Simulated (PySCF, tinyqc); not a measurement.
Coupled-perturbed Hartree-Fock on RHF in the sto-3g basis, for CH2, spin multiplicity 1, step by step. The lowest restricted solution is unstable here: a spin-polarised one lies 0.0373 hartree lower (PySCF). One step of it, computed by the program tinyqc.

Problem. Response to a field: uncoupled start. Field along y; U_ai = -mu_ai / (e_a - e_i), alpha = -4 sum U_ai mu_ai.

orbital energies (hartree): MO1 -10.997200, MO2 -0.857445, MO3 -0.550883, MO4 -0.298042, MO5 0.226480, MO6 0.736126, MO7 0.792172

dipole integrals <a|y|i> (bohr):
```
          i1         i2         i3         i4
a5  0.000000   0.000000   0.000000   0.000000
a6  0.000000   0.000000  -0.949614   0.000000
a7  0.083287  -0.325105   0.000000  -0.665450
```

Give: uncoupled U; uncoupled polarisability.

Solution.

uncoupled U:
```
         i1      i2      i3      i4
a5   0.0000  0.0000  0.0000  0.0000
a6   0.0000  0.0000  0.7378  0.0000
a7  -0.0071  0.1971  0.0000  0.6104
```

uncoupled polarisability = 4.6860 bohr^3
